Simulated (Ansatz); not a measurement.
Scan of H$_{2}$Al–MgH, singlet

Starting geometry (PBE0/def2-TZVP stationary point for this spin, not checked as a minimum):

```yaml
atoms:
  - { symbol: Al, position_ang: [0.0000, 0.0000, 1.2766] }
  - { symbol: Mg, position_ang: [0.0000, 0.0000, -1.4644] }
  - { symbol: H, position_ang: [0.0000, 1.3369, 2.1594] }
  - { symbol: H, position_ang: [0.0000, -1.3369, 2.1594] }
  - { symbol: H, position_ang: [0.0000, 0.0000, -3.1801] }
```

From there H5 moves along the line of the two atoms named below, all else staying in place; atoms are numbered as listed. Energies are in kJ/mol, counted from the starting geometry at the same level. Kohn–Sham curves are unrestricted where that lies lower.

Basis 6-31G; Ansatz 0.2.0. Only valence electrons are correlated (noble-gas cores frozen). The metal's outer-core shells are frozen, which leaves out core–valence correlation.

Unrestricted Kohn–Sham rows aren't spin-pure: their determinants' ⟨S²⟩ exceeds S(S+1) by up to 1.00, so they mix in states of higher spin.

Full CI is exact within this basis and frozen core; it isn't the basis-set limit.

```json
{"distance Mg2-H5 (Å)": "1.382", "PBE0": "81.2"}
{"distance Mg2-H5 (Å)": "1.515", "PBE0": "26.8"}
{"distance Mg2-H5 (Å)": "1.716", "PBE0": "0.0"}
{"distance Mg2-H5 (Å)": "1.868", "PBE0": "5.6"}
{"distance Mg2-H5 (Å)": "2.141", "PBE0": "42.7"}
{"distance Mg2-H5 (Å)": "2.365", "PBE0": "84.0"}
{"distance Mg2-H5 (Å)": "2.813", "PBE0": "168.7"}
{"distance Mg2-H5 (Å)": "3.155", "PBE0": "217.0"}
{"distance Mg2-H5 (Å)": "3.829", "PBE0": "258.1"}
{"distance Mg2-H5 (Å)": "4.714", "PBE0": "268.8"}
{"distance Mg2-H5 (Å)": "5.693", "PBE0": "270.4"}
```

Problem. Estimate the full CI curve in 6-31G from this one, knowing how PBE0 differs from it in such a basis.

Solution. The computed full CI values, in kJ/mol from the starting point, and the difference of PBE0 against them:
```
distance Mg2-H5 (Å)  full CI  PBE0 less full CI
              1.382     88.3               -7.1
              1.515     30.9               -4.1
              1.716      0.0                0.0
              1.868      2.4                3.2
              2.141     33.2                9.5
              2.365     68.2               15.8
              2.813    136.5               32.2
              3.155    176.6               40.4
              3.829    219.9               38.2
              4.714    235.0               33.8
              5.693    237.6               32.8
```

PBE0 at 5.693 Å lies 32.8 kJ/mol (14 %) above the reference in this basis.

In so small a basis the reference is far from its limit while semilocal and hybrid functionals are nearer theirs, so the functionals' errors here hold much of the reference's basis and frozen-core error, which can add to them or hide them. The set has no polarisation functions, which weighs most on the reference.
